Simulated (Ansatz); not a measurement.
We consider bcc W, described by Hartree–Fock in Ansatz (PAW).

Numerical settings: plane-wave cutoff 460 eV, 14×14×14 k mesh, Fermi–Dirac smearing 0.05 eV, no spin polarisation, scalar-relativistic PAW data made under PBE.

Cell (relaxed at this level):

```
CELL_PARAMETERS angstrom
     -1.60133     1.60133     1.60133
      1.60133    -1.60133     1.60133
      1.60133     1.60133    -1.60133
ATOMIC_POSITIONS crystal
  W  0.00000 0.00000 0.00000
```

Question: What does this level give for the bulk modulus and pressure derivative B′ of the bulk modulus?

Answer: 
bulk modulus: 336 GPa
pressure derivative B′ of the bulk modulus: 4.1

Measured, for comparison: bulk modulus 312 GPa (zero-point energy and finite temperature contributions removed, our sources range from 300 to 328; as tabulated in doi:10.1021/acs.jctc.3c00612). Computed (rounded) less measured: bulk modulus +8 % (+2 % to +12 % over the range).

Spin–orbit coupling is not included.

Ansatz is a first-principles code.
